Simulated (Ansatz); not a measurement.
**CF (quartet): from Hartree-Fock to the top rungs at distance C1–F2 = 1.079 Å, 6-31G**

How much of the correlation energy of CF (quartet) does each wave-function method recover here?

Method: 6-31G, core rule «outside noble gas», up to 2 orbitals frozen; program: Ansatz 0.2.0, Gaussian basis.

Plan: UHF; CCSD(T) on ROHF; CCSD(T) on UHF; BCCD(T) on ROHF; CISD; CCSDT(Q) on ROHF; CCSDT(Q) on UHF; CISDTQ; CCSDTQ on ROHF; CCSDTQ on UHF; CASSCF and MRCISD+Q, 5 electrons in 5 orbitals; CASSCF and NEVPT2, 5 electrons in 5 orbitals; CASSCF and MRCISD+Q, 11 electrons in 8 orbitals; CASSCF and NEVPT4(SD), 11 electrons in 8 orbitals; CASSCF and NEVPT2, 11 electrons in 8 orbitals; Full CI.

18 further runs of the same task are left out: 14 that didn't finish, 4 set aside as unsound or not needed.

## (1) The system

The geometry derives from a PBE0/def2-TZVP stationary point (not a proven minimum). One bond is set to the value named and the two fragments are kept rigid.

2 atoms, charge 0, spin multiplicity 4.

Atoms are counted from 1 here; the program's logs count them from 0.

Bond lengths: C1–F2 1.079 Å.

Geometry (Å):

```
C     0.0000    0.0000    0.0000
F     0.0000    0.0000    1.0790
```

## (2) UHF

Input file in.yaml:

```yaml
crystal:
  periodic: [false, false, false]
  atoms:
    - {symbol: C, position_ang: [0.000000, 0.000000, 0.000000]}
    - {symbol: F, position_ang: [0.000000, 0.000000, 1.079000]}
basis:
  gaussian: {orbitals: 6-31G}
magnetization: {spin_polarized: true, initial_magnetization: 3}
hamiltonian: {xc: hf}
output: {orbitals: {seedname: orbitals}}
```

On the command line:

```bash
$ ansatz run in.yaml --threads 1 --pin off --events-out ev --progress --plain --max-ram 2393MiB
```

The runs that follow: CCSD(T) on ROHF; CCSD(T) on UHF; BCCD(T) on ROHF; CISD; CCSDT(Q) on ROHF; CCSDT(Q) on UHF; CISDTQ; CCSDTQ on ROHF; CCSDTQ on UHF; CASSCF and MRCISD+Q, 5 electrons in 5 orbitals; CASSCF and NEVPT2, 5 electrons in 5 orbitals; CASSCF and MRCISD+Q, 11 electrons in 8 orbitals; CASSCF and NEVPT4(SD), 11 electrons in 8 orbitals; CASSCF and NEVPT2, 11 electrons in 8 orbitals; Full CI.

Q: Predict the results of all the runs planned. Wanted: FCI below the RHF energy; RMP2 from FCI; UMP2 from FCI; RCCSD from FCI; RCCSD(T) from FCI; UCCSD(T) from FCI; RCCSDT(Q) from FCI; UCCSDT(Q) from FCI; NEVPT2 pair from FCI.

As calculated:

```
                         quantity                                                                                                          value
         FCI below the RHF energy                                                                                                     -4.0185 eV
                    RMP2 from FCI                                                                                                   +21.1 kJ/mol
                    UMP2 from FCI                                                                                                   +20.5 kJ/mol
                   RCCSD from FCI                                                                                                    +5.2 kJ/mol
                RCCSD(T) from FCI                                                                                                    +1.1 kJ/mol
                UCCSD(T) from FCI                                                                                                    +1.0 kJ/mol
               RCCSDT(Q) from FCI                                                                                                     0.0 kJ/mol
               UCCSDT(Q) from FCI                                                                                                    -0.1 kJ/mol
             NEVPT2 pair from FCI                                                                                                   +20.9 kJ/mol
           MRCISD+Q pair from FCI                                                                                                    +4.5 kJ/mol
          NEVPT2 valence from FCI                                                                                                   +49.2 kJ/mol
levels within 1 kcal/mol (43 meV)  RCCSD(T), UCCSD(T), BCCD(T), RCCSDT, UCCSDT, CISDTQ, RCCSDT(Q), UCCSDT(Q), RCCSDTQ, UCCSDTQ, MRCISD+Q valence
                    T1 diagnostic                                                                                                          0.016
   effectively unpaired electrons                                                                                                           3.01
```

In words: RCCSD(T) misses by +1.1 kJ/mol, 0.3 % of the correlation energy. One determinant dominates. Of the multireference levels listed MRCISD+Q valence comes nearest in total energy (+4.1 kJ/mol), which doesn't show that its space is the better one. These misses are within one basis, not against nature; the frozen cores of restricted and unrestricted runs differ, which can shift their rows.
